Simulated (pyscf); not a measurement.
PySCF, gas phase, ωB97X-D3(BJ)/def2-SVP geometries.

Problem. What is the homolytic dissociation enthalpy (298 K, ωB97M-D3(BJ)/def2-TZVP) of the C–Si bond of `[CH3][CH2][SiH]([OH])[OH]`, to •H₂C–CH₃ + HO–SiH•–OH?

Solution. C–Si to •H₂C–CH₃ + HO–SiH•–OH: 381.2 kJ/mol. The 7 functionals that were run give +340.1 (r²SCAN) to +384.2 kJ/mol (ωB97X-D3(BJ)). H₃C–CH₂–SiH(OH)–OH lies 60.8 kJ/mol over its isomer H₃C–Si(CH₃)(OH)–OH, and others may lie lower still (electronic energy, ωB97M-D3(BJ)). Other isomers of •H₂C–CH₃, HO–SiH•–OH were not searched in full and may lie lower.
